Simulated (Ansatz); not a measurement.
# BeNH3 (triplet): the correlation ladder, def2-TZVPP

The task here is to estimate one member of a computed series from the others.

Program: Ansatz 0.2.0, Gaussian basis. Level of theory: def2-TZVPP, core rule «outside noble gas», up to 2 orbitals frozen. These are calculated values, not measurements.

To be run: UHF; ROHF; CCSD(T) on UHF.

2 further runs of the same task are left out: 2 set aside as unsound or not needed.

## The geometry

The geometry is a PBE0/def2-TZVP stationary point (not a proven minimum) of the parent state, kept for this charge and spin.

5 atoms, charge 0, spin multiplicity 3.

Atoms are counted from 1 here; the program's logs count them from 0.

Bond lengths: N1–Be2 1.500 Å, N1–H3 1.007 Å, N1–H4 1.007 Å, Be2–H5 1.338 Å. Angles: Be2–N1–H3 125.2°, Be2–N1–H4 125.2°, H3–N1–H4 109.7°, N1–Be2–H5 180.0°.

Set-up of the first run:

in.yaml reads:

```yaml
crystal:
  periodic: [false, false, false]
  atoms:
    - {symbol: N, position_ang: [0.000000, 0.000000, 0.583987]}
    - {symbol: Be, position_ang: [0.000000, 0.000000, -0.915893]}
    - {symbol: H, position_ang: [0.000000, 0.823106, 1.164026]}
    - {symbol: H, position_ang: [0.000000, -0.823106, 1.164026]}
    - {symbol: H, position_ang: [0.000000, 0.000000, -2.254168]}
basis:
  gaussian: {orbitals: def2-TZVPP}
magnetization: {spin_polarized: true, initial_magnetization: 2}
hamiltonian: {xc: hf}
output: {orbitals: {seedname: orbitals}}
```

Launch:

```bash
$ ansatz run in.yaml --threads 1 --pin off --events-out ev --progress --plain --max-ram 4096MiB --backend cpu
```

Among the steps run: UHF; ROHF; CCSD(T) on UHF.

One table of the session follows, with a row left open; its other results are not shown here.

```
  method  from UCCSD(T) (meV)
    ROHF              +7138.8
     UHF              +6999.3
    UMP2                    ?
   UCCSD               +191.5
UCCSD(T)                    0
```

**Question.** Estimate the row for UMP2.

As computed: from UCCSD(T) (meV): +912.9. In the column «from UCCSD(T) (meV)» it lies between UCCSD (+191.5) and UHF (+6999.3).
